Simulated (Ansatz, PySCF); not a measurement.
Molecule: C3H7O, net charge 0, doublet state. It need not be the lowest isomer of its formula. SMILES: [CH2]OCC
Coordinates optimised at B3LYP-D3(BJ)/def2-TZVP (Ansatz, an electronic-structure program):
```
C
H 1 1.0952
H 1 1.0964 2 108.03
O 1 1.4286 2 108.88 3 118.11
C 4 1.3512 1 115.56 2 -61.12
H 5 1.0790 4 114.10 1 -176.72
H 5 1.0841 6 121.70 4 -153.39
C 1 1.5112 2 111.27 3 -122.27
H 8 1.0905 1 110.64 2 -59.80
H 8 1.0906 9 108.44 1 121.62
H 8 1.0913 9 108.46 10 117.63
```
Charge 0, spin multiplicity 2.

Wanted: atomisation energy (electronic, to ground-state atoms), in kcal/mol. Valence correlation only, unless marked. UHF or UKS for open shells. Spin-orbit coupling is left out. Non-relativistic. The coupled-cluster limit lacks core correlation, which all-electron functionals hold. CBS marks a two-point X^-3 extrapolation of the correlation energy; Hartree-Fock from the larger set. The bracket is a focal-point correction in the basis named.

```
level                               program  atomisation energy (kcal/mol)
---------------------------  --------------  -----------------------------
HF/def2-TZVPD                         PySCF                          731.3
BLYP-D4/def2-TZVPD           Ansatz + dftd4                          992.9
PBE0-D4/def2-TZVPD           Ansatz + dftd4                          998.2
HSE06-D4/def2-TZVPD          Ansatz + dftd4                          999.0
B2GP-PLYP-D4/def2-TZVPD      Ansatz + dftd4                          979.4
MP2/STO-3G                           Ansatz                          979.1
RI-MP2/CBS(cc-pVTZ,cc-pVQZ)          Ansatz                         1002.0
```

Estimate the value at RI-MP2/CBS(cc-pVTZ,cc-pVQZ)+[CCSD(T)-MP2]/cc-pVDZ as computed with Ansatz.

993.5 kcal/mol, so RI-MP2/CBS(cc-pVTZ,cc-pVQZ) differs from it by 8.5 kcal/mol.
